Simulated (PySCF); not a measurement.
**Stationary points of Si(OH)2**

Computed with PBE0/[Si def2-TZVP, O def2-TZVP, H def2-TZVP], no relativity, density fitting, PySCF.

Relaxations began from a few typed shapes. The search is not exhaustive: other isomers or separated fragments can lie lower, and high-lying points may rest on an excited occupation.

```json
{"spin": "singlet", "group": "C2v", "bonds": "O–H 0.960 Å (×2), Si–O 1.649 Å (×2)", "angles": "H–O–Si 114.7° (×2), O–Si–O 97.5°", "imaginary modes (cm⁻¹)": "none", "ΔE (kJ/mol)": "0.0", "ΔE with ZPE (kJ/mol)": "0.0"}
{"spin": "singlet", "group": "D∞h", "bonds": "O–H 0.965 Å (×2), Si–O 1.665 Å (×2)", "angles": "H–O–Si 180.0° (×2), O–Si–O 180.0°", "imaginary modes (cm⁻¹)": "2 found", "ΔE (kJ/mol)": "213.2", "ΔE with ZPE (kJ/mol)": "–"}
```

The lowest minimum found is the singlet C2v: O–H 0.960 Å (×2), Si–O 1.649 Å (×2); H–O–Si 114.7° (×2), O–Si–O 97.5°.
